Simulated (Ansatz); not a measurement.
Input file:

```yaml
crystal:
  periodic: [false, false, false]
  atoms:
    - {symbol: N, position_ang: [0.000000, -0.129588, 1.686081]}
    - {symbol: Ga, position_ang: [0.000000, 0.013637, -0.367511]}
    - {symbol: H, position_ang: [0.000000, 0.857448, 1.991733]}
basis:
  gaussian: {orbitals: cc-pVDZ}
magnetization: {spin_polarized: false, initial_magnetization: 1}
correlation: {active_space: {window: {electrons: 3, orbitals: 2}}}
scf: {lower_state_search: off}
```

```sh
$ ansatz run in.yaml --threads 1 --pin off --events-out ev --progress --plain --max-ram 2393MiB
```

Output:

```
these checks for a lower state are left out or cut short: stability, starts, cluster_reference, orbital_swaps, neighbouring_geometries, increment
504 factors; integrals over basis functions are off by at most 1.4e-3 eV
mean field evaluation 1: about -53823.1962 eV, gradient 3.6e1 eV
mean field evaluation 2: about -53823.2149 eV, gradient 3.6e1 eV
mean field evaluation 4: about -53828.3124 eV, gradient 3.1e0 eV
mean field evaluation 8: about -53828.8373 eV, gradient 6.1e-1 eV
mean field evaluation 16: about -53828.8538 eV, gradient 1.4e-6 eV
mean field -53828.85376552 eV, -1978.1738893752 hartree, gradient 1.4e-6 eV, S^2 0.750000; 0 other end points of the search recorded, 0 dependent functions left out
reference -53828.85376552 eV, -1978.1738893752 hartree; 20, 19 occupied and 26, 27 virtual orbitals, 504 factors
state -53829.47751621 eV, -1978.1968117904 hartree
Total energy: -53829.47751621 eV, -1978.1968117904 hartree
Checks for a lower state left out: stability, starts, cluster_reference, orbital_swaps, neighbouring_geometries, increment
```

Natural occupations: 2.0000 1.0000.

Ran on 1 thread of Arm Neoverse V2, shared host: 0.51 s wall, 0.09 GiB peak host memory.
